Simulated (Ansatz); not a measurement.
**Nudged elastic band run: H7PSi2**

Input:

```yaml
crystal:
  periodic: [false, false, false]
  atoms:
    - { symbol: Si, position_ang: [-1.231487, 0.692397, -0.673815] }
    - { symbol: Si, position_ang: [0.251197, -1.042955, -0.113346] }
    - { symbol: P, position_ang: [1.950243, -0.356757, 1.254725] }
    - { symbol: H, position_ang: [-2.331535, 0.224112, -1.56759] }
    - { symbol: H, position_ang: [-0.480252, 1.778828, -1.367544] }
    - { symbol: H, position_ang: [-1.831856, 1.251574, 0.572312] }
    - { symbol: H, position_ang: [0.878461, -1.615587, -1.341013] }
    - { symbol: H, position_ang: [-0.468279, -2.14169, 0.596331] }
    - { symbol: H, position_ang: [1.094078, 0.348649, 2.156025] }
    - { symbol: H, position_ang: [2.25253, 0.810329, 0.486915] }
basis:
  gaussian: { orbitals: def2-SVPD }
hamiltonian:
  xc: b3lyp
  dispersion: d4
neb:
  order_check: false
  images: 2
  f_tol: 0.05
  max_iterations: 60
  climbing: true
  final_atoms:
    - { symbol: Si, position_ang: [-1.36813824, 0.72916618, -0.79962432] }
    - { symbol: Si, position_ang: [0.13827295, -0.85473463, 0.06869665] }
    - { symbol: P, position_ang: [1.45859726, 0.18493493, 1.61796459] }
    - { symbol: H, position_ang: [-2.26611516, 0.10733272, -1.81560504] }
    - { symbol: H, position_ang: [-0.61301158, 1.84198536, -1.445921] }
    - { symbol: H, position_ang: [-2.20117997, 1.29541441, 0.29990469] }
    - { symbol: H, position_ang: [0.92249876, -1.48284058, -1.03595003] }
    - { symbol: H, position_ang: [-0.61144427, -1.93234657, 0.77936673] }
    - { symbol: H, position_ang: [2.42456439, -0.86650343, 1.68729815] }
    - { symbol: H, position_ang: [2.19905585, 0.9264916, 0.64686959] }
  initial_path:
    images:
      - { positions_ang: [[-1.231487, 0.692397, -0.673815], [0.251197, -1.042955, -0.113346], [1.950243, -0.356757, 1.254725], [-2.331535, 0.224112, -1.56759], [-0.480252, 1.778828, -1.367544], [-1.831856, 1.251574, 0.572312], [0.878461, -1.615587, -1.341013], [-0.468279, -2.14169, 0.596331], [1.094078, 0.348649, 2.156025], [2.25253, 0.810329, 0.486915]] }
      - { positions_ang: [[-1.27250269, 0.67270246, -0.70268932], [0.22077387, -0.92820299, -0.09468686], [1.80909403, -0.10416019, 1.22689651], [-2.31759592, 0.1508154, -1.59680449], [-0.61460103, 1.7937879, -1.45293884], [-1.95563491, 1.2885058, 0.49494454], [0.90860137, -1.50118547, -1.28939451], [-0.42420321, -2.01304551, 0.64523703], [1.17518617, 0.00965279, 2.41363083], [2.55398232, 0.58002982, 0.35880511]] }
      - { positions_ang: [[-1.31805311, 0.68495885, -0.74462576], [0.18313252, -0.86546286, -0.03400598], [1.64521212, 0.07640379, 1.34797637], [-2.29578931, 0.11188897, -1.67947617], [-0.65885422, 1.81484035, -1.4790645], [-2.0787429, 1.30311927, 0.4041421], [0.92328063, -1.45693667, -1.18770685], [-0.47192496, -1.94326437, 0.70624894], [1.61868164, -0.39539802, 2.25738855], [2.5361576, 0.61875068, 0.41212331]] }
      - { positions_ang: [[-1.36813824, 0.72916618, -0.79962432], [0.13827295, -0.85473463, 0.06869665], [1.45859726, 0.18493493, 1.61796459], [-2.26611516, 0.10733272, -1.81560504], [-0.61301158, 1.84198536, -1.445921], [-2.20117997, 1.29541441, 0.29990469], [0.92249876, -1.48284058, -1.03595003], [-0.61144427, -1.93234657, 0.77936673], [2.42456439, -0.86650343, 1.68729815], [2.19905585, 0.9264916, 0.64686959]] }
```

Command:

```bash
$ ansatz run input.yaml --threads 2 --pin off --max-ram 3072MiB --backend cpu --events-out ev --progress --plain --runs-dir out
```

Output, in part (warnings, iteration lines, the closing report on the highest movable image, with atoms numbered from 0):

```
NEB end point (image 0): max|allowed force component| = 4.985e-3 eV/Å (the criterion of neb.relax_end_points is 1.000e-2)
NEB end point (image 3): max|allowed force component| = 1.001e-2 eV/Å (the criterion of neb.relax_end_points is 1.000e-2)
NEB iter   1: max|band force component| = 2.024e1 eV/Å  barrier→ = 4.7182 eV  barrier← = 4.7017 eV  Δτ_max = 0.2000 Å  (94 SCF iters)
NEB iter   2: max|band force component| = 6.934e0 eV/Å  barrier→ = 1.8290 eV  barrier← = 1.8126 eV  Δτ_max = 0.1998 Å  (54 SCF iters)
NEB iter   3: max|band force component| = 2.838e0 eV/Å  barrier→ = 0.6162 eV  barrier← = 0.5997 eV  Δτ_max = 0.1939 Å  (55 SCF iters)
NEB iter   4: max|band force component| = 9.056e-1 eV/Å  barrier→ = 0.2643 eV  barrier← = 0.2478 eV  Δτ_max = 0.1783 Å  (54 SCF iters)
NEB iter   5: max|band force component| = 6.754e-1 eV/Å  barrier→ = 0.1800 eV  barrier← = 0.1635 eV  CI = image 1  Δτ_max = 0.1995 Å  (52 SCF iters)
NEB iter   6: max|band force component| = 1.113e0 eV/Å  barrier→ = 0.1414 eV  barrier← = 0.1249 eV  CI = image 2  Δτ_max = 0.2000 Å  (52 SCF iters)
NEB iter   7: max|band force component| = 9.495e-1 eV/Å  barrier→ = 0.1584 eV  barrier← = 0.1420 eV  CI = image 1  Δτ_max = 0.2000 Å  (52 SCF iters)
NEB iter   8: max|band force component| = 1.193e0 eV/Å  barrier→ = 0.1189 eV  barrier← = 0.1024 eV  CI = image 2  Δτ_max = 0.2000 Å  (52 SCF iters)
NEB iter   9: max|band force component| = 3.571e-1 eV/Å  barrier→ = 0.1589 eV  barrier← = 0.1424 eV  CI = image 1  Δτ_max = 0.2000 Å  (52 SCF iters)
NEB iter  10: max|band force component| = 1.312e0 eV/Å  barrier→ = 0.1125 eV  barrier← = 0.0961 eV  CI = image 2  Δτ_max = 0.1992 Å  (52 SCF iters)
NEB iter  11: max|band force component| = 3.834e-1 eV/Å  barrier→ = 0.1562 eV  barrier← = 0.1397 eV  CI = image 1  Δτ_max = 0.1981 Å  (52 SCF iters)
NEB iter  12: max|band force component| = 1.280e0 eV/Å  barrier→ = 0.1113 eV  barrier← = 0.0948 eV  CI = image 2  Δτ_max = 0.1009 Å  (53 SCF iters)
NEB iter  13: max|band force component| = 5.093e-1 eV/Å  barrier→ = 0.1761 eV  barrier← = 0.1596 eV  CI = image 2  Δτ_max = 0.1973 Å  (52 SCF iters)
NEB iter  14: max|band force component| = 7.162e-1 eV/Å  barrier→ = 0.3087 eV  barrier← = 0.2922 eV  CI = image 2  Δτ_max = 0.1974 Å  (53 SCF iters)
NEB iter  15: max|band force component| = 1.877e0 eV/Å  barrier→ = 0.2868 eV  barrier← = 0.2703 eV  CI = image 1  Δτ_max = 0.1996 Å  (51 SCF iters)
NEB iter  16: max|band force component| = 8.038e-1 eV/Å  barrier→ = 0.3433 eV  barrier← = 0.3268 eV  CI = image 1  Δτ_max = 0.1986 Å  (52 SCF iters)
NEB iter  17: max|band force component| = 9.453e-1 eV/Å  barrier→ = 0.4793 eV  barrier← = 0.4628 eV  CI = image 1  Δτ_max = 0.1655 Å  (52 SCF iters)
NEB iter  18: max|band force component| = 1.055e0 eV/Å  barrier→ = 0.5801 eV  barrier← = 0.5636 eV  CI = image 1  Δτ_max = 0.1988 Å  (53 SCF iters)
NEB iter  19: max|band force component| = 1.079e0 eV/Å  barrier→ = 0.6989 eV  barrier← = 0.6824 eV  CI = image 1  Δτ_max = 0.1975 Å  (53 SCF iters)
NEB iter  20: max|band force component| = 9.167e-1 eV/Å  barrier→ = 0.8473 eV  barrier← = 0.8308 eV  CI = image 1  Δτ_max = 0.0984 Å  (52 SCF iters)
NEB iter  21: max|band force component| = 6.849e-1 eV/Å  barrier→ = 0.9956 eV  barrier← = 0.9791 eV  CI = image 1  Δτ_max = 0.1969 Å  (50 SCF iters)
NEB iter  22: max|band force component| = 2.803e-1 eV/Å  barrier→ = 1.0821 eV  barrier← = 1.0656 eV  CI = image 1  Δτ_max = 0.0720 Å  (53 SCF iters)
NEB iter  23: max|band force component| = 2.339e-1 eV/Å  barrier→ = 1.0781 eV  barrier← = 1.0617 eV  CI = image 1  Δτ_max = 0.0475 Å  (50 SCF iters)
NEB iter  24: max|band force component| = 1.513e-1 eV/Å  barrier→ = 1.0754 eV  barrier← = 1.0589 eV  CI = image 1  Δτ_max = 0.0662 Å  (46 SCF iters)
NEB iter  25: max|band force component| = 5.083e-2 eV/Å  barrier→ = 1.0727 eV  barrier← = 1.0563 eV  CI = image 1  Δτ_max = 0.0478 Å  (46 SCF iters)
NEB iter  26: max|band force component| = 3.901e-2 eV/Å  barrier→ = 1.0716 eV  barrier← = 1.0551 eV  CI = image 1  Δτ_max = 0.0385 Å  (46 SCF iters)
NEB iter  27: max|band force component| = 5.206e-2 eV/Å  barrier→ = 1.0709 eV  barrier← = 1.0544 eV  CI = image 1  Δτ_max = 0.0744 Å  (23 SCF iters)
NEB iter  28: max|band force component| = 2.495e-2 eV/Å  barrier→ = 1.0703 eV  barrier← = 1.0538 eV  CI = image 1  Δτ_max = 0.0000 Å  (96 SCF iters)
Total energy: -25151.25198515 eV, -924.2914623234 hartree
Atom 0 at    -1.325204     0.715447    -0.849417 Å, force     0.001231     0.003761    -0.005044 eV/Å
Atom 1 at     0.112526    -0.976477    -0.074012 Å, force    -0.008102    -0.003846     0.011318 eV/Å
Atom 2 at     1.688067    -0.025199     1.134243 Å, force     0.031273     0.005408    -0.017722 eV/Å
Atom 3 at    -2.274642     0.184872    -1.872706 Å, force     0.007896     0.000431     0.005440 eV/Å
Atom 4 at    -0.516291     1.803022    -1.472061 Å, force     0.004831    -0.000860     0.002722 eV/Å
Atom 5 at    -2.093462     1.275457     0.296554 Å, force    -0.001506     0.001510     0.003508 eV/Å
Atom 6 at     0.635047    -1.797032    -1.208573 Å, force     0.000884     0.000581     0.001270 eV/Å
Atom 7 at    -0.573118    -1.890752     0.882948 Å, force    -0.004093    -0.004136    -0.006052 eV/Å
Atom 8 at     2.140564    -0.537492     2.355895 Å, force    -0.005667     0.018751    -0.009026 eV/Å
Atom 9 at     2.289614     1.197054     0.810129 Å, force    -0.026747    -0.021601     0.013586 eV/Å
Dipole moment:    -0.034869     0.003989    -0.003532 e Å
```

The run converged. The band force fell under the threshold earlier too, but the program's further tests of the path sent the band on. The order of the stationary point at the top wasn't checked. So few images can step over the top or miss a turn of the path.

Final band (atoms are numbered from 1 in the order of the input):

| image | path coordinate (Å) | energy (kcal/mol) | height of P3 over the plane of its neighbours (Å) |
| --- | --- | --- | --- |
| 0 | 0.00 | 0.0 | -0.86 |
| 1 | 1.71 | 24.7 | -0.03 |
| 2 | 2.37 | 4.5 | 0.66 |
| 3 | 3.03 | 0.4 | 0.86 |

The run took 110 s on 2 threads of Intel(R) Xeon(R) 6975P-C (Granite Rapids), on a shared host, peak memory 0.32 GiB.
